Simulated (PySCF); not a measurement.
# Telling isomers of C6H10 apart by NMR

Relativity neglected, a single conformation, averaged over atoms made equivalent by symmetry, fast rotation or ring inversion, isolated molecule. J: B3LYP/pcJ-1 (spin–dipole term left out of most H,H and C,H couplings); GFN2-xTB geometry; GIAO PBE0/pcSseg-1 shieldings; PySCF 2.14.0 with density-fitted response routines.

References, each an isolated molecule treated in the same way: 1H (σref 31.72), 13C (σref 186.93) against TMS. Multiplet labels drop J under 1 Hz and among equivalent protons, and merge close values. Unscaled 3J(H,H) run several per cent high. Where no couplings were computed, multiplicities follow the n + 1 count of equivalent neighbours, and m marks all less simple cases (inequivalent or close neighbours, rings, F or P nearby). Shifts are as computed. Against solution values, carbons near 30 ppm lie about +3 ppm off and those near 130 ppm about +5 ppm. Of 1211 compounds with measured shifts, 218 miss one by over three times the rms of a fit or turn the order of signals round; such compounds aren't used in these exercises.

(1) Tabulate the signals of `C=CCC(=C)C`, `C=C/C(C)=C/C`, `CC1=C[C@@H](C)C1` and their relative energies.

(2) What is the quickest way to tell C=CCC(=C)C from C=C/C(C)=C/C?

(3) What is the quickest way to tell C=CCC(=C)C from CC1=C[C@@H](C)C1?

(4) What is the quickest way to tell C=C/C(C)=C/C from CC1=C[C@@H](C)C1?

Answers

(1) 
```tsv
SMILES	carbon types	δC	δH	E rel. (kcal/mol)
C=CCC(=C)C	1×C 1×CH 3×CH2 1×CH3	153.1, 148.6, 122.9, 117.5, 50.0, 24.0	5.95 (m, 1H), 5.42 (m, 1H), 5.32 (m, 1H), 5.11 (m, 1H), 5.09 (m, 1H), 2.85 (d, 2H), 1.82 (s, 3H)	6.0
C=C/C(C)=C/C	1×C 2×CH 1×CH2 2×CH3	150.1, 140.9, 137.2, 116.0, 17.6, 13.1	6.56 (dd, 1H), 5.79 (qq, 1H), 5.24 (dq, 1H), 5.22 (dq, 1H), 1.97 (d of sext, 3H), 1.86 (quint, 3H)	0.0
CC1=C[C@@H](C)C1	1×C 2×CH 1×CH2 2×CH3	153.4, 142.8, 41.0, 36.5, 22.4, 20.0	6.14 (d, 1H), 2.65 (m, 1H), 2.56 (m, 1H), 1.86 (s, 3H), 1.79 (m, 1H), 1.12 (d, 3H)	5.4
```

Energies are electronic energies at PBE0/pcSseg-1 on these geometries, without zero-point or thermal terms, each for the one conformer computed, which needn't be the lowest.

(2) Both give the same number of carbon signals, but DEPT or the intensities differ. The first has an allylic sp3 CH2 at 50.0 ppm, the second a fully substituted alkene carbon (C) at 140.9 ppm. Their most deshielded carbons lie at 153.1 and 150.1 ppm. In the proton spectra the most deshielded non-exchanging signals are 5.95 (m, 1H) and 6.56 (dd, J = 18.3, 12.3 Hz, 1H).

(3) Both give the same number of carbon signals, but DEPT or the intensities differ. The first has a terminal =CH2 carbon at 122.9 ppm, the second an allylic sp3 CH at 36.5 ppm. Their most deshielded carbons lie at 153.1 and 153.4 ppm.

(4) Both give the same number of carbon signals, with the same numbers of each carbon type, so the positions decide. The first has a terminal =CH2 carbon at 116.0 ppm, the second an allylic sp3 CH2 at 41.0 ppm. Their most deshielded carbons lie at 150.1 and 153.4 ppm. In the proton spectra the most deshielded non-exchanging signals are 6.56 (dd, J = 18.3, 12.3 Hz, 1H) and 6.14 (d, 1H).
